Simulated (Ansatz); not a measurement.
Results of PBEsol in Ansatz (PAW) for In₆S₇ (P2₁/m, No. 11).

Run with plane-wave cutoff 520 eV, 4×10×2 k mesh (along the axes of the cell as run), Fermi–Dirac smearing 0.01 eV, scalar-relativistic PAW data made under PBE.

Cell (relaxed at this level):

In$_{6}$S$_{7}$ is taken in the monoclinic space group P2₁/m (No. 11), Pearson symbol mP26. Lattice parameters: a = 9.0518 Å, b = 3.8742 Å, c = 17.0884 Å, α = γ = 90.00°, β = 101.75°. S1 on 2e is surrounded by 3 In at 2.540–2.641 Å and 2 In at 3.119 Å (square pyramidal). S2 on 2e sees 1 In at 2.604 Å and 4 In at 2.752–2.783 Å (square pyramidal). S3 on 2e has 4 In at 2.617–2.656 Å. S4 on 2e sees 3 In at 2.541–2.618 Å and 2 In at 3.014 Å. In1 on 2e has 6 S at 2.605–2.656 Å (octahedral). In2 on 2e has 4 S at 2.541–2.618 Å and 2 S at 2.752 Å (octahedral). In3 on 2e sees 3 S at 2.544–2.617 Å (trigonal pyramidal). In4 on 2e is coordinated by 4 S at 3.014–3.019 Å and 2 S at 3.264 Å (no clear gap to further neighbours). 5 further independent sites are not listed. (Neighbours: up to the widest gap in distance over summed covalent radii, below 1.35, at either atom; cation-cation and far metal-metal contacts left out.)

**Question.** Give the computed band gap and direct gap at Γ.

**Answer.** 
band gap: 0.07 eV (on the SCF k mesh)
direct gap at Γ: 0.65 eV

Measured, for comparison: band gap 0.75 eV (temperature not stated, no zero-point or thermal correction, from temperature-dependent dark current, crystal; as tabulated in Qasrawi and Gasanly (2006), doi:10.1088/0953-8984/18/19/014).

Note: the relaxation could not lower the start's symmetry, so the cell can be a saddle point above a distorted one.

Spin–orbit coupling is not included; it can close the smallest gap of 0.07 eV.

Ansatz is a first-principles code.
